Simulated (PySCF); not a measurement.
**Continuum solvent and chemical shifts**

Structure with atom numbers: `[cH:1]1[cH:2][cH:3][c:4]2[n:5][cH:6][cH:7][n:8][c:9]2[cH:10]1`. Each H is labelled by its parent atom.

GIAO PBE0/pcSseg-1 in PySCF 2.14.0 with density-fitted response routines on one PBE0-D3(BJ)/def2-SVP conformer, non-relativistic, equivalent nuclei averaged. Solvents enter as an IEF-PCM continuum (chloroform with ε = 4.7, methanol with ε = 32.6) around the gas-phase geometry. Shifts are referred to TMS computed in the same medium.

Gas phase, δ in ppm: C6/C7 149.4, C4/C9 146.8, C3/C10 137.6, C1/C2 135.4, H(C6)/H(C7) 8.85, H(C3)/H(C10) 8.46, H(C1)/H(C2) 8.00. Dipole moment 0.48 D.

Question: How does each δ change in the continuum?

Answer: 
```tsv
atoms	environment	Δδ, chloroform	Δδ, methanol
C6/C7	aromatic CH next to a ring nitrogen	+2.1	+3.0
C4/C9	ring-fusion aromatic carbon	+0.5	+0.7
C3/C10	aromatic CH	+0.4	+0.4
C1/C2	aromatic CH	+2.0	+2.9
H(C6)/H(C7)	hydrogen on an aromatic CH next to a ring nitrogen	+0.15	+0.21
H(C3)/H(C10)	hydrogen on an aromatic CH	+0.08	+0.10
H(C1)/H(C2)	hydrogen on an aromatic CH	+0.23	+0.33
```

Changes are relative to the gas phase. The dipole moment becomes 0.56 D in chloroform, 0.58 D in methanol.

Question: Which nuclei move most (in ppm), and what does the model miss?

Answer: C6/C7 (aromatic CH next to a ring nitrogen, +3.0 ppm) and C1/C2 (aromatic CH, +2.9 ppm) in methanol. A continuum only polarises the solute; specific hydrogen bonds, the anisotropy of aromatic solvents and changes of geometry or conformer are outside it.
